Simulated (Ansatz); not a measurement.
# CH5Si− (SMILES [CH2-][SiH3]): functionals against CCSD(T) at one geometry

Aim: energy, forces and dipole at a structure displaced at random from a GFN2-xTB minimum, from CCSD(T) and from density functionals.

Method: single points in def2-TZVPPD; program: Ansatz 0.2.0, Gaussian basis.

Cores are frozen in the correlated methods.

## Step 1: Where the work starts

SMILES `[CH2-][SiH3]`, 7 atoms, charge -1, spin multiplicity 1.

Atoms are counted from 1 here; the program's logs count them from 0.

Bond lengths: C1–Si2 1.804 Å, C1–H3 1.218 Å, C1–H4 1.111 Å, Si2–H5 1.531 Å, Si2–H6 1.445 Å, Si2–H7 1.486 Å. Angles: Si2–C1–H3 112.6°, Si2–C1–H4 108.8°, H3–C1–H4 123.4°, C1–Si2–H5 134.6°, C1–Si2–H6 97.3°, C1–Si2–H7 105.0°, H5–Si2–H6 106.2°, H5–Si2–H7 105.8°, H6–Si2–H7 104.7°.

As a file:

```xyz
7

C    -0.1122   -1.0426    0.3931
Si    0.1382    0.6345   -0.2239
H    -1.2869   -1.3003    0.5879
H     0.5840   -1.7269   -0.1376
H    -0.2111    1.3644   -1.5240
H    -0.5703    1.3264    0.8288
H     1.5727    0.9275    0.0307
```

## Step 2: CCSD(T)/def2-TZVPPD

The input, run/in.yaml:

```yaml
crystal:
  periodic: [false, false, false]
  atoms:
    - {symbol: C, position_ang: [-0.112200, -1.042600, 0.393100]}
    - {symbol: Si, position_ang: [0.138200, 0.634500, -0.223900]}
    - {symbol: H, position_ang: [-1.286900, -1.300300, 0.587900]}
    - {symbol: H, position_ang: [0.584000, -1.726900, -0.137600]}
    - {symbol: H, position_ang: [-0.211100, 1.364400, -1.524000]}
    - {symbol: H, position_ang: [-0.570300, 1.326400, 0.828800]}
    - {symbol: H, position_ang: [1.572700, 0.927500, 0.030700]}
basis:
  gaussian: {orbitals: "def2-TZVPPD.json"}
total_charge: -1
correlation: {method: ccsd_t}
output: {forces: true}
```

The basis file named in the input lies beside it (Basis Set Exchange, JSON).

No record of the launch command was kept for these runs.

## Step 3: PBE0-D4/def2-TZVPPD

Changes to run/in.yaml since step 2:

```diff
@@ -13,3 +13,3 @@
 total_charge: -1
-correlation: {method: ccsd_t}
-output: {forces: true}
+hamiltonian: {xc: pbe0, dispersion: d4}
+output: {forces: true, orbitals: {seedname: orbitals}}
```

## Step 4: wB97M-V/def2-TZVPPD

Changes to run/in.yaml since step 3:

```diff
@@ -13,3 +13,3 @@
 total_charge: -1
-hamiltonian: {xc: pbe0, dispersion: d4}
-output: {forces: true, orbitals: {seedname: orbitals}}
+hamiltonian: {xc: {name: wB97M-V}}
+output: {forces: true}
```

## Step 5: r2SCAN-D4/def2-TZVPPD

Changes to run/in.yaml since step 4:

```diff
@@ -13,3 +13,3 @@
 total_charge: -1
-hamiltonian: {xc: {name: wB97M-V}}
+hamiltonian: {xc: r2scan, dispersion: d4}
 output: {forces: true}
```

## Step 6: PBE-D4/def2-TZVPPD

Changes to run/in.yaml since step 5:

```diff
@@ -13,3 +13,3 @@
 total_charge: -1
-hamiltonian: {xc: r2scan, dispersion: d4}
+hamiltonian: {xc: pbe, dispersion: d4}
 output: {forces: true}
```

## Step 7: SPW92/def2-TZVPPD

Changes to run/in.yaml since step 6:

```diff
@@ -13,3 +13,3 @@
 total_charge: -1
-hamiltonian: {xc: pbe, dispersion: d4}
+hamiltonian: {xc: lda}
 output: {forces: true}
```

## Step 8: B97M-V/def2-TZVPPD

Changes to run/in.yaml since step 7:

```diff
@@ -13,3 +13,3 @@
 total_charge: -1
-hamiltonian: {xc: lda}
+hamiltonian: {xc: {name: B97M-V}}
 output: {forces: true}
```

(Steps that only read results are left out.)

Before running it: what results should come out? Wanted: RMS force component; RMS force error; HOMO and LUMO, PBE0-D4; T1 diagnostic.

**Answer**, as computed:

| quantity | value |
| --- | --- |
| RMS force component | 0.891 to 0.950 eV/Å over the methods |
| RMS force error | PBE0-D4 0.094, wB97M-V 0.096, r2SCAN-D4 0.086, PBE-D4 0.129, SPW92 0.181, B97M-V 0.152 eV/Å |
| HOMO and LUMO, PBE0-D4 | 0.61 and 4.36 eV |
| T1 diagnostic | 0.013 |

**Reading.** The forces of r2SCAN-D4 come nearest to CCSD(T), those of SPW92 are farthest. Frozen-core CCSD(T) forces in triple zeta carry basis errors of their own, and this is one geometry, so small gaps rank nothing.
